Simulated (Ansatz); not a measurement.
Cartesian coordinates (Å):
```xyz
3

C      1.1555    -0.0001     0.0000
C     -0.0447     0.0001     0.0000
H     -1.1108     0.0000     0.0000
```
Charge 0, spin multiplicity 2.

Calculation: frozen-core CCSD(T)/cc-pVTZ // PBE0-D3(BJ)/def2-TZVP run with Ansatz (a program for electronic structure).

- HF energy = -76.17742 Ha
- MP2 correlation energy = -0.24222 Ha

**Question.** Estimate the CCSD correlation energy, the (T) correction, the total energy and the T1 diagnostic.

**Answer.** 
```json
{
  "CCSD correlation energy": "-0.27512 Ha",
  "(T) correction": "-0.01462 Ha",
  "CCSD(T) total energy": "-76.46716 Ha",
  "T1 diagnostic": "0.062"
}
```
